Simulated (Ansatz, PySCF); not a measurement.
Gas-phase reaction in SMILES: S (H2S) → S (H2S) as doublet, charge +1 + e-
Each molecule is optimised on its own at B3LYP-D3(BJ)/def2-TZVP (Ansatz, a quantum-chemistry and plane-wave program).

Quantity: adiabatic ionisation energy (0 K, with B3LYP-D3(BJ) harmonic zero-point energies from PySCF), in eV. Valence correlation only, unless marked. Open shells are spin-unrestricted. No spin-orbit coupling. No relativistic terms. CBS(X,Y): correlation extrapolated as X^-3; Hartree-Fock from the larger set (for Q and 5 zeta extrapolated as (X+1)exp(-9√X)). The bracket is a focal-point correction in the basis named.

```
level                                                                 program  adiabatic ionisation energy (eV)  minus last row
-------------------------------------------------------------  --------------  --------------------------------  --------------
HF/def2-QZVPPD                                                         Ansatz                              9.19           -1.28
HF-D3(BJ)/def2-TZVPD                                            PySCF + dftd3                              9.19           -1.28
PBE0/def2-TZVP                                                         Ansatz                             10.30           -0.17
PBE0/def2-TZVPD                                                        Ansatz                             10.33           -0.14
BHLYP/def2-TZVPD                                                       Ansatz                             10.22           -0.25
B2GP-PLYP/def2-TZVPD                                                   Ansatz                             10.31           -0.16
B2PLYP-D3(BJ)/def2-TZVPD                                       Ansatz + dftd3                             10.31           -0.16
RI-MP2/def2-TZVPPD                                                     Ansatz                             10.34           -0.13
CCSD/STO-3G                                                            Ansatz                              6.74           -3.73
CCSD/def2-TZVPP                                                        Ansatz                             10.22           -0.25
CCSD/def2-TZVPPD                                                       Ansatz                             10.25           -0.22
CCSD/CBS(def2-TZVPPD,def2-QZVPPD)                                      Ansatz                             10.39           -0.08
CCSD/CBS(cc-pV(Q+d)Z,cc-pV(5+d)Z)                                      Ansatz                             10.38           -0.09
CCSD(T)/aug-cc-pV(D+d)Z                                                Ansatz                             10.15           -0.32
CCSD(T)/cc-pVDZ                                                         PySCF                              9.92           -0.55
CCSD(T)/cc-pwCVTZ                                                      Ansatz                             10.29           -0.18
RI-MP2/CBS(def2-TZVPPD,def2-QZVPPD)+[CCSD(T)-MP2]/def2-SVPD            Ansatz                             10.45           -0.02
RI-MP2/CBS(cc-pV(T+d)Z,cc-pV(Q+d)Z)+[CCSD(T)-MP2]/cc-pV(Q+d)Z          Ansatz                             10.48            0.01
RI-MP2/CBS(def2-TZVPP,def2-QZVPP)+[CCSD(T)-MP2]/def2-QZVPP             Ansatz                             10.48            0.01
CCSD(T)/CBS(def2-TZVPPD,def2-QZVPPD)                                   Ansatz                             10.47            0.00
CCSD(T)/CBS(cc-pV(Q+d)Z,cc-pV(5+d)Z)                                   Ansatz                             10.47            0.00
```
